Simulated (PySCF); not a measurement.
**From computed data to an observable: chemical shift, span and skew from a shielding tensor**

SiH2, SMILES [SiH2] (connectivity only; charge and spin as stated), neutral, multiplicity 1. Atoms are numbered in the order given.

```xyz
3

Si     0.0000     0.0000     0.1338
H      0.0000     1.0855    -0.9365
H      0.0000    -1.0855    -0.9365
```

Geometry: r2SCAN-D4/def2-TZVPD. The isomer is the one that the SMILES or the coordinates give; other isomers of the formula were not compared.

GIAO shieldings from PySCF with HF/pcSseg-2, non-relativistic, no solvent. The symmetric part of the tensor of Si1 has the principal values -1692.8, 28.7, 556.4 ppm. The same nucleus in TMS has σ = 383.2 ppm at this level (PySCF, at its B3LYP-D3(BJ)/def2-TZVP geometry).

Task: Work out the isotropic shielding, the ²⁹Si shift against TMS, the span and the skew.

Result: 
σ(iso) = (σ11 + σ22 + σ33)/3 = -369.2 ppm. δ = σ(ref) − σ(iso) = 383.2 − (-369.2) = 752.4 ppm.
Span Ω = σ33 − σ11 = 2249.2 ppm. Skew κ = 3(σ(iso) − σ22)/Ω = -0.53. Tumbling in solution averages the tensor to δ; in a static solid the shielding alone would spread this spin-1/2 line over Ω.
